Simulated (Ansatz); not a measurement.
Relaxed structures of SiHSO, doublet (PBE0-D4/def2-TZVP; forces vanish, vibrations not checked; lower isomers may exist, and structures with a doubtful reference or unclear bonds are left out; Å). Program: Ansatz 0.2.0. Basis: def2-TZVPP. Cores are frozen in the correlated methods; orbitals are unrestricted.

(1) Rank them by CCSD(T) energy, lowest first, and give each one's height above the lowest. Links in brackets join atoms within 1.22 times the sum of their covalent radii (1.1 for two metals). (Judge from chemistry; the value comes from the calculation.)
A.
SiHSO ([O][Si][SH])
```
4
angstrom
O 1.3397 0.1326 0.5265
Si 0.0211 -0.2685 -0.1228
S -1.1315 -1.9100 0.6003
H -2.0842 -1.7358 -0.3328
```
B.
SiHSO ([O]1[Si][SH]1)
```
4
angstrom
O 0.7528 -0.7158 0.3039
Si -0.8869 -1.3353 0.0587
S 0.0259 0.7414 0.5080
H 0.0899 1.2258 -0.7552
```
C.
SiHSO ([O]1[SiH][S]1)
```
4
angstrom
O 0.8246 -0.7983 0.3496
Si -0.0654 0.6022 0.3575
S -0.8856 -1.2836 0.1415
H 0.1264 1.4797 -0.8486
```
D.
SiHSO ([OH][Si][S])
```
4
angstrom
O -0.0970 0.9179 0.0087
Si 0.3324 -0.6553 0.1365
S -0.9127 -2.1310 0.4061
H 0.6093 1.5569 -0.1232
```

The T1 diagnostic stays at or below 0.026. ⟨S²⟩ of the unrestricted Hartree–Fock references: 0.77 to 0.78 (a pure state has 0.75).

Results:

(1) Computed: D (0.0 kJ/mol), A (64.7 kJ/mol), C (229.5 kJ/mol), B (256.4 kJ/mol). Heights count from the lowest.

For scale, one of the runs: CCSD(T)/def2-TZVPP, 129 basis functions, launched by `ansatz run in.yaml --threads 2 --pin off --events-out ev --progress --plain --max-ram 4352MiB`. The run took 39 s on 2 CPU threads of an Arm Neoverse V1 (shared host), with 1.2 GiB of host memory at its peak.
